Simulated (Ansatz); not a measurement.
# A ladder of methods for [PO3]− (SMILES O=P(=O)[O-])

The species is [PO3]− (4 atoms), meant as a singlet with charge -1. As SMILES, `O=P(=O)[O-]`. The shape is that of a GFN2-xTB optimisation.

```xyz
4

O     0.5800   -0.4194   -1.2974
P     0.0003    0.0005   -0.0001
O    -1.0570    1.0378    0.0380
O     0.4767   -0.6188    1.2595
```

Quantity: the energy change with the O1–P2 bond stretched from 1.482 to 2.222 Å, in eV. The values are calculated.

| level | kind | program | value (eV) | less FCI/STO-3G |
| --- | --- | --- | --- | --- |
| HF/STO-3G (restricted) | Hartree–Fock | Ansatz | 1.77 | +0.16 |
| r2SCAN0/STO-3G (restricted) | hybrid meta-GGA | Ansatz | 2.46 | +0.85 |
| CAM-B3LYP/STO-3G (restricted) | range-separated hybrid | Ansatz | 2.31 | +0.70 |
| HSE06/STO-3G (restricted) | range-separated hybrid | Ansatz | 2.32 | +0.71 |
| wB97M-V/STO-3G (restricted) | range-separated hybrid | Ansatz | 2.31 | +0.70 |
| RPA@PBE/STO-3G (restricted) | RPA | Ansatz | 0.82 | -0.79 |
| CCSD(T)/STO-3G (restricted) | coupled cluster or CI | Ansatz | 1.63 | +0.02 |
| CCSDT(Q)/STO-3G (restricted) | coupled cluster or CI | Ansatz | 1.60 | -0.01 |
| FCI/STO-3G | exact in the basis | Ansatz | 1.61 | 0.00 |

FCI/STO-3G is exact within its basis and frozen core, so for wave-function methods in that basis the difference is their error; functionals converge differently with the basis, so for them it is only a difference. Sets without diffuse functions describe the anion poorly. The first shape isn't each level's own minimum. The values span 0.82 to 2.46 eV. All rows use very small basis sets, so none should be taken for the real molecule's value.
